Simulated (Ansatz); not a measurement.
# CHN (SMILES C#N): single points off equilibrium

The task here is to estimate one member of a computed series from the others.

Method: single points in def2-TZVPP; program: Ansatz 0.2.0, Gaussian basis.

Correlated methods freeze the cores.

## Where the work starts

SMILES `C#N`, 3 atoms, charge 0, spin multiplicity 1.

Atoms are counted from 1 here; the program's logs count them from 0.

Bond lengths: C1–N2 1.213 Å, C1–H3 1.139 Å. Angles: N2–C1–H3 169.0°.

As a file:

```xyz
3

C     0.09720   -0.06730    0.09050
N     0.28580    1.10340    0.34590
H    -0.14150   -1.09200   -0.34570
```

Set-up of the first run:

File run/in.yaml:

```yaml
crystal:
  periodic: [false, false, false]
  atoms:
    - {symbol: C, position_ang: [0.097200, -0.067300, 0.090500]}
    - {symbol: N, position_ang: [0.285800, 1.103400, 0.345900]}
    - {symbol: H, position_ang: [-0.141500, -1.092000, -0.345700]}
basis:
  gaussian: {orbitals: def2-TZVPP}
correlation: {method: ccsd_t}
output: {forces: true}
```

The command line of these runs was not kept.

Among the steps run: CCSD(T)/def2-TZVPP; PBE0-D4/def2-TZVPP; wB97M-V/def2-TZVPP; r2SCAN-D4/def2-TZVPP; PBE-D4/def2-TZVPP; BHLYP-D4/def2-TZVPP; r2SCANh-D4/def2-TZVPP.

One of the session's tables, all rows but one given; the rest of the session is left out.

| method | RMS force component (eV/Å) | angle to CCSD(T) forces (°) | dipole (D) |
| --- | --- | --- | --- |
| CCSD(T) | 2.088 | reference | 3.01 |
| PBE0-D4 | ? | ? | ? |
| wB97M-V | 2.966 | 7.6 | 3.10 |
| r2SCAN-D4 | 2.625 | 5.9 | 3.05 |
| PBE-D4 | 2.178 | 4.6 | 2.95 |
| BHLYP-D4 | 3.564 | 8.8 | 3.21 |
| r2SCANh-D4 | 2.841 | 6.8 | 3.09 |

Q: Estimate the row for PBE0-D4 from the others.

The run gave: RMS force component (eV/Å): 2.879; angle to CCSD(T) forces (°): 7.5; dipole (D): 3.08. In the column «RMS force component (eV/Å)» it lies between r2SCANh-D4 (2.841) and wB97M-V (2.966).
